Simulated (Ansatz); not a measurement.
System: anatase TiO2 (metastable phase). Method: PBE (PAW; Ansatz, a first-principles code).

Run with plane-wave cutoff 520 eV, 12×12×12 k mesh, Fermi–Dirac smearing 0.01 eV, no spin polarisation, scalar-relativistic PAW data made under PBE.

Cell (measured lattice):

```
TiO2
1.0
   -1.89210    -1.89210     4.75730
    1.89210     1.89210     4.75730
   -1.89210     1.89210    -4.75730
Ti O
2 4
Direct
  0.75000   0.25000   0.50000
  0.00000   0.00000   0.00000
  0.54190   0.04190   0.50000
  0.79190   0.79190   0.00000
  0.20810   0.20810   0.00000
  0.95810   0.45810   0.50000
```

Question: Estimate the band gap, smallest direct gap on the k points sampled and direct gap at Γ that the calculation returns.

Answer: 
band gap: 2.12 eV (indirect)
smallest direct gap on the k points sampled: 2.46 eV
direct gap at Γ: 2.60 eV

Note: cell and atoms aren't relaxed at this level (largest force component 0.10 eV/Å, pressure 5.2 GPa).

Static lattice: no zero-point or thermal effects.

Computing time: about 40 core-seconds (a rough figure).
